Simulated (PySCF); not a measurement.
Running PySCF for SiB

File input.py (PySCF 2.14):

```python
from pyscf import gto, scf, solvent

mol = gto.M(
    atom='Si 0 0 0; B 0 0 1.93',
    basis='6-311++g**',
    charge=0,
    spin=3,
    symmetry=True,
    verbose=4,
)
mf = scf.UHF(mol)
mf = solvent.PCM(mf)
mf.with_solvent.eps = 32.6
mf.kernel()
mf.analyze()
print('orbital energies (hartree):', [e[max(0, n-3):n+3].round(4) for e, n in zip(mf.mo_energy, mol.nelec)])
```

```bash
$ python input.py
```

The log (some set-up lines and the per-cycle HOMO/LUMO lines with their warnings removed):

```
PySCF version 2.14.0

[INPUT] verbose = 4
[INPUT] num. atoms = 2
[INPUT] num. electrons = 19
[INPUT] charge = 0
[INPUT] spin (= nelec alpha-beta = 2S) = 3
[INPUT] symmetry True subgroup None
[INPUT] Mole.unit = angstrom
[INPUT] Symbol           X                Y                Z      unit          X                Y                Z       unit  Magmom
[INPUT]  1 Si     0.000000000000   0.000000000000   0.000000000000 AA    0.000000000000   0.000000000000   0.000000000000 Bohr   0.0
[INPUT]  2 B      0.000000000000   0.000000000000   1.930000000000 AA    0.000000000000   0.000000000000   3.647171420411 Bohr   0.0

nuclear repulsion = 19.1929558364767
point group symmetry = Coov
symmetry origin: [0.         0.         0.95978195]
symmetry axis x: [1. 0. 0.]
symmetry axis y: [0. 1. 0.]
symmetry axis z: [0. 0. 1.]
num. orbitals of irrep A1 = 24
num. orbitals of irrep E1x = 12
num. orbitals of irrep E1y = 12
num. orbitals of irrep E2x = 2
num. orbitals of irrep E2y = 2
number of shells = 24
number of NR pGTOs = 84
number of NR cGTOs = 52
basis = 6-311++g**
ecp = {}

******** <class 'pyscf.solvent._attach_solvent.PCMSymAdaptedUHF'> ********
method = PCMSymAdaptedUHF
initial guess = minao
damping factor = 0
level_shift factor = 0
DIIS = <class 'pyscf.scf.diis.CDIIS'>
diis_start_cycle = 1
diis_space = 8
diis_damp = 0
SCF conv_tol = 1e-09
SCF conv_tol_grad = None
SCF max_cycles = 50
direct_scf = True
direct_scf_tol = 1e-13
number electrons alpha = 11  beta = 8
******** <class 'pyscf.solvent.pcm.PCM'> (In testing) ********

WARN: PCM is an experimental feature. It is still in testing.
Features and APIs may be changed in the future.

lebedev_order = 29 (302 grids per sphere)
eps = 32.6
frozen = False
Freeze 0 electrons in irreps []
    19 free electrons in irreps A1 E1x E1y E2x E2y
Set gradient conv threshold to 3.16228e-05
PCM E_diel = -2.92983858128635e-05
Solvent Energy = -2.92983858128635e-05
init E= -313.33230168248

PCM E_diel = -0.00107088210373361
Solvent Energy = -0.00107088210373361
cycle= 1 E= -313.416077279666  delta_E= -0.0838  |g|= 0.147  |ddm|= 0.93
PCM E_diel = -0.000658098806854626
Solvent Energy = -0.000658098806854626
cycle= 2 E= -313.448852679471  delta_E= -0.0328  |g|= 0.0598  |ddm|= 0.429
PCM E_diel = -0.000469617438729214
Solvent Energy = -0.000469617438729214
cycle= 3 E= -313.454592265839  delta_E= -0.00574  |g|= 0.0325  |ddm|= 0.157
PCM E_diel = -0.000393108617413609
Solvent Energy = -0.000393108617413609
cycle= 4 E= -313.45884106516  delta_E= -0.00425  |g|= 0.021  |ddm|= 0.151
PCM E_diel = -0.000355294676287012
Solvent Energy = -0.000355294676287012
cycle= 5 E= -313.461478746093  delta_E= -0.00264  |g|= 0.0156  |ddm|= 0.108
PCM E_diel = -0.000405335662888122
Solvent Energy = -0.000405335662888122
cycle= 6 E= -313.46363071703  delta_E= -0.00215  |g|= 0.00947  |ddm|= 0.144
PCM E_diel = -0.000453979811703025
Solvent Energy = -0.000453979811703025
cycle= 7 E= -313.464176534776  delta_E= -0.000546  |g|= 0.00551  |ddm|= 0.0669
PCM E_diel = -0.000503179661614444
Solvent Energy = -0.000503179661614444
cycle= 8 E= -313.464401985237  delta_E= -0.000225  |g|= 0.00288  |ddm|= 0.0413
PCM E_diel = -0.000551472212685417
Solvent Energy = -0.000551472212685417
cycle= 9 E= -313.464473688119  delta_E= -7.17e-05  |g|= 0.00163  |ddm|= 0.0252
PCM E_diel = -0.000580005518658534
Solvent Energy = -0.000580005518658534
cycle= 10 E= -313.46448800621  delta_E= -1.43e-05  |g|= 0.000547  |ddm|= 0.02
PCM E_diel = -0.000590698567259109
Solvent Energy = -0.000590698567259109
cycle= 11 E= -313.464489758701  delta_E= -1.75e-06  |g|= 0.000197  |ddm|= 0.0047
PCM E_diel = -0.000592351591057056
Solvent Energy = -0.000592351591057056
cycle= 12 E= -313.464489878253  delta_E= -1.2e-07  |g|= 8.95e-05  |ddm|= 0.00247
PCM E_diel = -0.000593745447161429
Solvent Energy = -0.000593745447161429
cycle= 13 E= -313.464489904084  delta_E= -2.58e-08  |g|= 2.52e-05  |ddm|= 0.000663
PCM E_diel = -0.000593644320229392
Solvent Energy = -0.000593644320229392
cycle= 14 E= -313.464489906199  delta_E= -2.11e-09  |g|= 4.17e-06  |ddm|= 0.000204
PCM E_diel = -0.000593653911641434
Solvent Energy = -0.000593653911641434
cycle= 15 E= -313.464489906253  delta_E= -5.43e-11  |g|= 1.45e-06  |ddm|= 3.97e-05
PCM E_diel = -0.000593648357397921
Solvent Energy = -0.000593648357397921
Extra cycle  E= -313.464489906259  delta_E= -5.34e-12  |g|= 9.09e-07  |ddm|= 7.63e-06
converged SCF energy = -313.464489906259  <S^2> = 3.7565839  2S+1 = 4.0032906
**** SCF Summaries ****
Total Energy =                        -313.464489906258677
Nuclear Repulsion Energy =              19.192955836476685
One-electron Energy =                 -471.284679451921932
Two-electron Energy =                  138.627827357543907
Two-electron Coulomb Energy =          162.763482134701491
DFT Exchange-Correlation Energy =      -24.135654777157583
**** MO energy ****
[4 lines left out]
alpha MO #5 (E1y #1), energy= -4.25717661956014 occ= 1
alpha MO #6 (A1 #4), energy= -4.2537707372984 occ= 1
alpha MO #7 (A1 #5), energy= -0.750127530091845 occ= 1
alpha MO #8 (A1 #6), energy= -0.503219826582011 occ= 1
alpha MO #9 (A1 #7), energy= -0.349916066210199 occ= 1
alpha MO #10 (E1x #2), energy= -0.320132704322134 occ= 1
alpha MO #11 (E1y #2), energy= -0.320132704322134 occ= 1
alpha MO #12 (E1x #3), energy= 0.033131357954896 occ= 0
alpha MO #13 (E1y #3), energy= 0.033131357954896 occ= 0
alpha MO #14 (A1 #8), energy= 0.0668999091264793 occ= 0
[38 lines left out]
[1 lines left out]
beta  MO #2 (A1 #2), energy= -7.65008427288763 occ= 1
beta  MO #3 (A1 #3), energy= -6.14445364423611 occ= 1
beta  MO #4 (A1 #4), energy= -4.24450699222126 occ= 1
beta  MO #5 (E1x #1), energy= -4.24210802112633 occ= 1
beta  MO #6 (E1y #1), energy= -4.24210802112633 occ= 1
beta  MO #7 (A1 #5), energy= -0.596092283566918 occ= 1
beta  MO #8 (A1 #6), energy= -0.366728743868379 occ= 1
beta  MO #9 (E1x #2), energy= 0.0101890250505186 occ= 0
beta  MO #10 (E1y #2), energy= 0.0101890250505186 occ= 0
beta  MO #11 (A1 #7), energy= 0.0290830774088776 occ= 0
[41 lines left out]
 ** Mulliken pop alpha/beta on meta-lowdin orthogonal AOs **
 ** Mulliken pop       alpha | beta **
pop of  0 Si 1s        0.99998 | 0.99998
pop of  0 Si 2s        0.99997 | 0.99996
pop of  0 Si 3s        0.87103 | 0.83946
pop of  0 Si 4s        0.00995 | 0.00328
pop of  0 Si 5s        0.00010 | 0.00027
pop of  0 Si 6s        0.00008 | 0.00024
pop of  0 Si 7s        0.00004 | 0.00003
pop of  0 Si 2px       1.00000 | 0.99999
pop of  0 Si 2py       1.00000 | 0.99999
pop of  0 Si 2pz       1.00000 | 1.00000
pop of  0 Si 3px       0.51653 | 0.00000
pop of  0 Si 3py       0.51653 | 0.00000
[40 lines left out]
In total            11.00000 | 8.00000
 ** Mulliken atomic charges   ( Nelec_alpha | Nelec_beta ) **
charge of  0Si =      0.16053  (     7.49915      6.34032 )
charge of  1B =     -0.16053  (     3.50085      1.65968 )
Dipole moment(X, Y, Z, Debye):  0.00000,  0.00000, -0.10144
orbital energies (hartree): [array([-0.3499, -0.3201, -0.3201,  0.0331,  0.0331,  0.0669]), array([-4.2421, -0.5961, -0.3667,  0.0102,  0.0102,  0.0291])]
```

In short: E(SCF) = -313.464490 Eh, 15 cycles, ⟨S²⟩ = 3.757, μz(SCF) = -0.10 D.

Wall time 3.7 s on one thread of a shared host.

The bond length is a typed value, not an optimised one. No search for the lowest solution was made.
